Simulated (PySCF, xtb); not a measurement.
Homolysis of single bonds, series CF3-X. Isolated molecules, 0 K electronic values unless said otherwise. One relaxed conformer stands for each flexible species; it need not be the lowest. Strings in code marks are SMILES.

Quantity: homolytic bond dissociation enthalpy at 298 K (no spin–orbit term), in kcal/mol. Enthalpy corrections at 298 K come from GFN2-xTB frequencies (xtb).

A: F–C bond of `FC(F)(F)F`, giving `F[C](F)F` and `[F]`
B: B–C bond of `BC(F)(F)F`, giving `F[C](F)F` and `[BH2]`
C: F–C bond of `FC(F)(F)[SiH3]`, giving `F[C](F)[SiH3]` and `[F]`
D: C–Ge bond of `F[C](F)(F)[GeH3]`, giving `F[C](F)F` and `[GeH3]`
E: C–Si bond of `FC(F)(F)[SiH3]`, giving `F[C](F)F` and `[SiH3]`

Question: Put the candidates in order of homolytic bond dissociation enthalpy at 298 K (no spin–orbit term), lowest first, for B3LYP-D3(BJ)/def2-TZVP (PySCF).

Answer: D (71.6 kcal/mol), E (81.1 kcal/mol), B (99.5 kcal/mol), C (114.6 kcal/mol), A (124.7 kcal/mol)
